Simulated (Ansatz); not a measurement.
# The cluster Ag3: the relaxed shape and its frontier levels

What does the cluster Ag3 look like as a doublet, and where do its frontier electrons sit?

Method: UKS PBE0-D4/def2-TZVP; program: Ansatz 0.2.0, Gaussian basis.

Plan: relaxation at PBE-D4/def2-TZVP; a single point at PBE0-D4/def2-TZVP.

1 further run of the same task is left out (for a known fault of the program). Runs told in other sessions of the task aren't counted.

## Step 1: The starting structure

3 atoms, charge 0, spin multiplicity 2.

Atoms are counted from 1 here; the program's logs count them from 0.

Bond lengths: Ag1–Ag2 2.691 Å, Ag1–Ag3 2.693 Å, Ag2–Ag3 2.685 Å. Angles: Ag2–Ag1–Ag3 59.8°, Ag1–Ag2–Ag3 60.1°, Ag1–Ag3–Ag2 60.1°.

Geometry (Å):

```xyz
3
charge 0, multiplicity 2
Ag    0.49737   -0.84838   -1.20552
Ag   -1.30478    0.83034   -0.12002
Ag    0.80740    0.01804    1.32554
```

Ag takes a core potential in the def2 sets. No spin-orbit coupling is included.

The start is a GFN1-xTB geometry.

## Step 2: Relaxation at PBE-D4/def2-TZVP

Input file in.yaml:

```yaml
crystal:
  periodic: [false, false, false]
  atoms:
    - {symbol: Ag, position_ang: [0.497370, -0.848380, -1.205520]}
    - {symbol: Ag, position_ang: [-1.304780, 0.830340, -0.120020]}
    - {symbol: Ag, position_ang: [0.807400, 0.018040, 1.325540]}
basis:
  gaussian: {orbitals: def2-TZVP}
magnetization: {spin_polarized: true, initial_magnetization: 1}
hamiltonian: {xc: pbe, dispersion: d4}
scf: {lower_state_search: "off"}
output: {orbitals: {seedname: orbitals}}
relax: {f_tol: 0.02, max_steps: 100}
```

On the command line:

```
$ ansatz run in.yaml --threads 4 --pin off --events-out ev --progress --plain --max-ram 3916MiB
```

The runs that follow: Single point, PBE0-D4/def2-TZVP.

Q: Predict the results of all the runs planned. Wanted: point group; commonest bond; HOMO, LUMO at PBE0-D4/def2-TZVP; ⟨S²⟩; dipole at PBE-D4/def2-TZVP.

The runs gave:

| quantity | value |
| --- | --- |
| point group | C2v |
| commonest bond | Ag–Ag, 3 of mean length 2.770 Å |
| HOMO, LUMO at PBE0-D4/def2-TZVP (over both spins) | -4.16, -2.69 eV |
| ⟨S²⟩ | 0.760 |
| dipole at PBE-D4/def2-TZVP | 0.73 D |

What this shows: The molecule keeps its bonding pattern by the stored test; the atoms moved 0.15 Å (rms). No usable vibrations, so a minimum isn't proven. Whether this spin is the lowest isn't tested here.
